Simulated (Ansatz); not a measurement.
# The pair FH···C₃H₃N: a pair, distance and slip, part 2 of 2

A grid of calculations on the pair FH···C₃H₃N, to see where the energy is lowest and how it rises around there.

Ansatz 0.2.0; RKS PBE0-D4/def2-SVPD.

## Step 6: Point (1.719 Å, 0.0 Å)

input.yaml

```yaml
crystal:
  periodic: [false, false, false]
  atoms:
    - { symbol: F, position_ang: [1.101714, 0.585322, -3.919836] }
    - { symbol: H, position_ang: [0.868118, 0.37002, -3.034356] }
    - { symbol: C, position_ang: [-0.616107, 0.291842, 1.902182] }
    - { symbol: C, position_ang: [-0.220439, -0.620191, 1.007272] }
    - { symbol: C, position_ang: [0.141354, -0.276346, -0.329775] }
    - { symbol: "N", position_ang: [0.43782, -0.018689, -1.416113] }
    - { symbol: H, position_ang: [-0.681328, 1.351155, 1.649743] }
    - { symbol: H, position_ang: [-0.884892, -0.009563, 2.914991] }
    - { symbol: H, position_ang: [-0.155155, -1.681795, 1.259904] }
basis:
  gaussian: { orbitals: def2-SVPD }
hamiltonian:
  xc: pbe0
  dispersion: d4
output:
  forces: true
```

Launch:

```bash
$ ansatz run input.yaml --threads 1 --pin off --max-ram 2560MiB --backend cpu --events-out ev --progress --plain --runs-dir out
```

Output:

```text
Warning: RAYON_NUM_THREADS=1 ignored (pool sized by the plan → 1); use --threads N
Engine: ansatz 0.2.0, aarch64-unknown-linux-gnu
Functional definition: PBE0
  parameter a = 0.25
  parameter kappa = 0.804
  parameter beta = 0.06672455060314922
  exchange = (1 - a)*pbe_x(kappa = kappa, mu = beta*pi^2/3) + a*exact_x
  correlation = pbe_c(beta = beta)
1123 factors; their error is unknown
mean field evaluation 1: about -7363.9515 eV, gradient 4.9e1 eV
mean field evaluation 2: about -7360.9338 eV, gradient 6.5e1 eV
mean field evaluation 4: about -7368.7212 eV, gradient 4.9e0 eV
mean field evaluation 8: about -7368.7635 eV, gradient 9.7e-2 eV
mean field evaluation 16: about -7368.7707 eV, gradient 1.4e-5 eV
mean field -7368.77066493 eV, -270.7973272041 hartree, gradient 1.4e-5 eV, S^2 0.000000; 0 other end points of the search recorded, 0 dependent functions left out
the calculation of the forces begins
reference -7368.77070077 eV, -270.7973285210 hartree; 19, 19 occupied and 116, 116 virtual orbitals, 1123 factors
Total energy: -7368.87389310 eV, -270.8011207694 hartree
Atom 0 at     1.101714     0.585322    -3.919836 Å, force     0.014913     0.013541    -0.055259 eV/Å
Atom 1 at     0.868118     0.370020    -3.034356 Å, force    -0.004099    -0.003906     0.017903 eV/Å
Atom 2 at    -0.616107     0.291842     1.902182 Å, force     0.000061     0.000775    -0.000968 eV/Å
Atom 3 at    -0.220439    -0.620191     1.007272 Å, force    -0.000180    -0.002583     0.001970 eV/Å
Atom 4 at     0.141354    -0.276346    -0.329775 Å, force     0.001446     0.003324    -0.006191 eV/Å
Atom 5 at     0.437820    -0.018689    -1.416113 Å, force    -0.013324    -0.011866     0.044418 eV/Å
Atom 6 at    -0.681328     1.351155     1.649743 Å, force     0.000290     0.000710    -0.000551 eV/Å
Atom 7 at    -0.884892    -0.009563     2.914991 Å, force    -0.000242     0.001008     0.000637 eV/Å
Atom 8 at    -0.155155    -1.681795     1.259904 Å, force     0.001136    -0.001002    -0.001958 eV/Å
Dipole moment:    -0.417675    -0.247305     1.493122 e Å
```

Wall time 3.9 s (1 thread of Arm Neoverse V2, shared host); peak memory 0.24 GiB.

On the map this point reads −11.4 kcal/mol.

## Step 7: Grid point (2.144 Å, −0.3 Å)

Edit input.yaml of step 6 so:

```diff
@@ -3,4 +3,4 @@
   atoms:
-    - { symbol: F, position_ang: [1.101714, 0.585322, -3.919836] }
-    - { symbol: H, position_ang: [0.868118, 0.37002, -3.034356] }
+    - { symbol: F, position_ang: [1.266255, 0.392118, -4.373954] }
+    - { symbol: H, position_ang: [1.032659, 0.176816, -3.488474] }
     - { symbol: C, position_ang: [-0.616107, 0.291842, 1.902182] }
```

Launch:

```bash
$ ansatz run input.yaml --threads 1 --pin off --max-ram 2560MiB --backend cpu --events-out ev --progress --plain --runs-dir out
```

Output:

```text
Warning: RAYON_NUM_THREADS=1 ignored (pool sized by the plan → 1); use --threads N
[... 7 set-up lines as earlier in the session ...]
1123 factors; their error is unknown
mean field evaluation 1: about -7363.6849 eV, gradient 4.9e1 eV
mean field evaluation 2: about -7360.4711 eV, gradient 6.6e1 eV
mean field evaluation 4: about -7368.6262 eV, gradient 4.6e0 eV
mean field evaluation 8: about -7368.6610 eV, gradient 9.2e-2 eV
mean field evaluation 16: about -7368.6689 eV, gradient 1.3e-5 eV
mean field -7368.66886557 eV, -270.7935861465 hartree, gradient 1.3e-5 eV, S^2 0.000000; 0 other end points of the search recorded, 0 dependent functions left out
the calculation of the forces begins
reference -7368.66890250 eV, -270.7935875036 hartree; 19, 19 occupied and 116, 116 virtual orbitals, 1123 factors
Total energy: -7368.76860260 eV, -270.7972514149 hartree
Atom 0 at     1.266255     0.392118    -4.373954 Å, force    -0.171138    -0.226625     0.682486 eV/Å
Atom 1 at     1.032659     0.176816    -3.488474 Å, force     0.079241     0.245637    -0.383874 eV/Å
Atom 2 at    -0.616107     0.291842     1.902182 Å, force    -0.002411    -0.017123     0.015053 eV/Å
Atom 3 at    -0.220439    -0.620191     1.007272 Å, force    -0.008418     0.020155     0.018233 eV/Å
Atom 4 at     0.141354    -0.276346    -0.329775 Å, force    -0.029221    -0.006156     0.097161 eV/Å
Atom 5 at     0.437820    -0.018689    -1.416113 Å, force     0.134356    -0.017725    -0.438523 eV/Å
Atom 6 at    -0.681328     1.351155     1.649743 Å, force     0.001150    -0.002126    -0.002197 eV/Å
Atom 7 at    -0.884892    -0.009563     2.914991 Å, force    -0.001395     0.003855     0.003279 eV/Å
Atom 8 at    -0.155155    -1.681795     1.259904 Å, force    -0.002163     0.000109     0.008382 eV/Å
Dipole moment:    -0.388443    -0.209680     1.378293 e Å
```

Wall time 3.9 s (1 thread of Arm Neoverse V2, shared host); peak memory 0.24 GiB.

Energy on the map's scale: −9.0 kcal/mol.

## Step 8: Grid point (1.606 Å, −1.5 Å)

Edit input.yaml of step 7 so:

```diff
@@ -3,4 +3,4 @@
   atoms:
-    - { symbol: F, position_ang: [1.266255, 0.392118, -4.373954] }
-    - { symbol: H, position_ang: [1.032659, 0.176816, -3.488474] }
+    - { symbol: F, position_ang: [1.364207, -0.886767, -4.083605] }
+    - { symbol: H, position_ang: [1.13061, -1.102069, -3.198125] }
     - { symbol: C, position_ang: [-0.616107, 0.291842, 1.902182] }
```

Launch:

```bash
$ ansatz run input.yaml --threads 1 --pin off --max-ram 2560MiB --backend cpu --events-out ev --progress --plain --runs-dir out
```

Output:

```text
Warning: RAYON_NUM_THREADS=1 ignored (pool sized by the plan → 1); use --threads N
[... 7 set-up lines as earlier in the session ...]
1123 factors; their error is unknown
mean field evaluation 1: about -7363.4039 eV, gradient 5.0e1 eV
mean field evaluation 2: about -7359.7890 eV, gradient 6.8e1 eV
mean field evaluation 4: about -7368.4537 eV, gradient 4.6e0 eV
mean field evaluation 8: about -7368.4927 eV, gradient 9.5e-2 eV
mean field evaluation 16: about -7368.5007 eV, gradient 4.7e-5 eV
mean field -7368.50069029 eV, -270.7874058192 hartree, gradient 4.7e-5 eV, S^2 0.000000; 0 other end points of the search recorded, 0 dependent functions left out
the calculation of the forces begins
reference -7368.50072591 eV, -270.7874071281 hartree; 19, 19 occupied and 116, 116 virtual orbitals, 1123 factors
Total energy: -7368.60199733 eV, -270.7911287840 hartree
Atom 0 at     1.364207    -0.886767    -4.083605 Å, force    -0.148755    -0.440178     0.710515 eV/Å
Atom 1 at     1.130610    -1.102069    -3.198125 Å, force     0.123446     0.636644    -0.719914 eV/Å
Atom 2 at    -0.616107     0.291842     1.902182 Å, force    -0.003855    -0.027494     0.024460 eV/Å
Atom 3 at    -0.220439    -0.620191     1.007272 Å, force    -0.018118     0.055381     0.033459 eV/Å
Atom 4 at     0.141354    -0.276346    -0.329775 Å, force    -0.107417    -0.057896     0.374070 eV/Å
Atom 5 at     0.437820    -0.018689    -1.416113 Å, force     0.157657    -0.168352    -0.433519 eV/Å
Atom 6 at    -0.681328     1.351155     1.649743 Å, force     0.001788    -0.004025    -0.003538 eV/Å
Atom 7 at    -0.884892    -0.009563     2.914991 Å, force    -0.001709     0.005086     0.003785 eV/Å
Atom 8 at    -0.155155    -1.681795     1.259904 Å, force    -0.003037     0.000834     0.010683 eV/Å
Dipole moment:    -0.382273    -0.135927     1.322374 e Å
```

It took 3.8 s on 1 thread of Arm Neoverse V2, shared host; peak memory 0.24 GiB.

On the map this point reads −5.1 kcal/mol.

## Step 9: Energy over the grid

121 points were computed. Energies in kcal/mol, from the two partners far apart, frozen as in the relaxed pair, each in its own basis (no counterpoise correction):

```csv
"sideways slip of F1, H2 (Å) ↓, separation of N6 and H2 along their line in the relaxed pair (Å) →",1.459,1.515,1.606,1.719,1.847,1.990,2.144,2.309,2.483,2.667,2.859
1.5,−4.8,−5.0,−5.1,−5.2,−5.1,−4.8,−4.5,−4.1,−3.7,−3.3,−2.9
1.2,−6.0,−6.3,−6.6,−6.7,−6.5,−6.2,−5.7,−5.1,−4.6,−4.0,−3.5
0.9,−7.1,−7.6,−8.1,−8.3,−8.1,−7.6,−6.9,−6.2,−5.4,−4.7,−4.0
0.6,−7.9,−8.7,−9.6,−9.9,−9.6,−9.0,−8.1,−7.1,−6.2,−5.3,−4.5
0.3,−8.2,−9.4,−10.5,−11.0,−10.7,−10.0,−9.0,−7.8,−6.7,−5.7,−4.8
0.0,−8.3,−9.6,−10.9,−11.4,−11.2,−10.4,−9.3,−8.1,−6.9,−5.9,−4.9
−0.3,−8.2,−9.4,−10.5,−11.0,−10.7,−10.0,−9.0,−7.8,−6.7,−5.7,−4.8
−0.6,−7.8,−8.7,−9.5,−9.8,−9.6,−9.0,−8.1,−7.1,−6.2,−5.3,−4.5
−0.9,−7.0,−7.6,−8.1,−8.3,−8.1,−7.6,−6.9,−6.2,−5.4,−4.7,−4.0
−1.2,−5.9,−6.3,−6.6,−6.7,−6.5,−6.2,−5.7,−5.1,−4.6,−4.0,−3.5
−1.5,−4.8,−5.0,−5.1,−5.2,−5.1,−4.8,−4.5,−4.1,−3.7,−3.3,−2.9
```

The largest force on an atom (eV/Å) at each point:

```tsv
sideways slip of F1, H2 (Å) ↓, separation of N6 and H2 along their line in the relaxed pair (Å) →	1.459	1.515	1.606	1.719	1.847	1.990	2.144	2.309	2.483	2.667	2.859
1.5	1.00	0.99	0.97	0.95	0.94	0.98	1.01	1.03	1.05	1.07	1.08
1.2	0.90	0.88	0.86	0.84	0.83	0.89	0.95	0.99	1.02	1.05	1.07
0.9	0.76	0.74	0.71	0.69	0.69	0.79	0.88	0.94	0.99	1.02	1.05
0.6	0.84	0.59	0.52	0.50	0.51	0.68	0.80	0.89	0.95	1.00	1.04
0.3	1.24	0.88	0.43	0.27	0.36	0.58	0.74	0.85	0.93	0.98	1.03
0.0	1.40	1.01	0.51	0.06	0.29	0.54	0.71	0.83	0.92	0.98	1.02
−0.3	1.24	0.88	0.43	0.27	0.36	0.58	0.74	0.85	0.93	0.98	1.03
−0.6	0.84	0.59	0.52	0.50	0.51	0.68	0.80	0.89	0.95	1.00	1.04
−0.9	0.76	0.74	0.71	0.69	0.69	0.79	0.88	0.94	0.99	1.02	1.05
−1.2	0.90	0.89	0.86	0.84	0.83	0.89	0.95	0.99	1.02	1.05	1.07
−1.5	1.00	0.99	0.97	0.95	0.94	0.98	1.01	1.03	1.05	1.07	1.08
```

On the same grid, dipole moment (D):

```csv
"sideways slip of F1, H2 (Å) ↓, separation of N6 and H2 along their line in the relaxed pair (Å) →",1.459,1.515,1.606,1.719,1.847,1.990,2.144,2.309,2.483,2.667,2.859
1.5,6.62,6.61,6.59,6.56,6.52,6.47,6.43,6.38,6.33,6.28,6.24
1.2,6.91,6.88,6.84,6.78,6.71,6.64,6.57,6.49,6.42,6.36,6.30
0.9,7.25,7.21,7.13,7.03,6.93,6.82,6.71,6.61,6.52,6.43,6.36
0.6,7.61,7.53,7.42,7.28,7.13,6.98,6.84,6.71,6.60,6.50,6.41
0.3,7.88,7.79,7.64,7.46,7.28,7.10,6.94,6.79,6.65,6.54,6.44
0.0,8.00,7.90,7.73,7.54,7.35,7.15,6.98,6.82,6.68,6.56,6.45
−0.3,7.92,7.82,7.67,7.49,7.30,7.12,6.95,6.80,6.66,6.55,6.45
−0.6,7.66,7.59,7.46,7.32,7.17,7.01,6.87,6.73,6.61,6.51,6.42
−0.9,7.32,7.27,7.19,7.08,6.97,6.85,6.74,6.64,6.54,6.45,6.37
−1.2,6.98,6.95,6.90,6.83,6.76,6.68,6.60,6.52,6.45,6.38,6.32
−1.5,6.68,6.67,6.64,6.61,6.56,6.52,6.46,6.41,6.36,6.31,6.26
```

## Step 10: What came out

This closing draws on all 2 parts.

| quantity | value |
| --- | --- |
| lowest point | (1.719 Å, 0.0 Å), −11.4 kcal/mol |
| highest computed point | (2.859 Å, 1.5 Å), 8.5 kcal/mol above the lowest |
| largest force on an atom (eV/Å) | 0.06 at (1.719 Å, 0.0 Å) to 1.40 at (1.459 Å, 0.0 Å); 0.06 at the lowest point |
| dipole moment (D) | 6.24 at (2.859 Å, 1.5 Å) to 8.00 at (1.459 Å, 0.0 Å); 7.54 at the lowest point |
| time for the whole task | 8.5 min on 1 thread, shared host |

The lowest computed point is at (1.719 Å, 0.0 Å), −11.4 kcal/mol from the two partners far apart, frozen as in the relaxed pair, each in its own basis (no counterpoise correction). The grid shows no other well, apart from its symmetry copies. The highest computed point, (2.859 Å, 1.5 Å), lies 8.5 kcal/mol above the lowest. Round the minimum the two coordinates are nearly uncoupled. No counterpoise correction was made, so wells between separate parts tend to come out somewhat too deep.
